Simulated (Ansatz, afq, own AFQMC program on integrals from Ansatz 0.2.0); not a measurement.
SiH2, triplet in cc-pVTZ, levels against CCSDT(Q)

| atom | x (Å) | y (Å) | z (Å) |
| --- | --- | --- | --- |
| H | 0.0000 | 0.0000 | -1.1300 |
| H | 0.0000 | 0.0000 | -0.2470 |
| Si | 0.0000 | 0.0000 | 1.3770 |

Basis cc-pVTZ. Only valence electrons are correlated. AFQMC by an in-house program on the Cholesky factors that Ansatz 0.2.0 writes for its CCSD(T) run. The CISD trial takes its coefficients from CCSD amplitudes. Released means that phaseless walkers are propagated on without the constraint, phases kept. Error bars are statistical, one sigma.

Determinant: UHF, the one that the program's search chose, which needn't be the lowest solution. The geometry is a point of a scan.

No full CI on the walks' own integrals is used here; CCSDT(Q) serves as the reference and is uncertain by about the last step of the cluster series.

Cautions: lower spins were not checked; the released energies are still falling, so no released level is given (meV from the phaseless value at times in 1/Eh: -1 ± 3 at 0.24, -4.1 ± 2.1 at 0.51, -7.6 ± 1.6 at 0.99, -11.2 ± 1.5 at 1.62, -14.3 ± 1.6 at 2.40), though the last usable value meets CCSDT(Q) within the noise.

```
T1 diagnostic                               : 0.0194
weight of the determinant in the CISD state : 0.906
⟨S²⟩ of the determinant                     : 2.026
size of the correlated space                : 6 electrons in 57 orbitals
```

Reference: CCSDT(Q), correlation energy -3.577 eV.

```
        level  E − E(reference) (meV)  share of correlation (%)
           HF                  3577.2                      0.00
          MP2                   857.0                     76.04
         CCSD                   149.4                     95.82
      CCSD(T)                    32.5                     99.09
        CCSDT                     4.1                     99.88
ph-AFQMC/CISD              12.9 ± 2.8                     99.64
```

A walk keeps the symmetry of its determinant, which the program's search chose and which needn't be the lowest solution, so a lower state of the same spin and another symmetry isn't excluded.
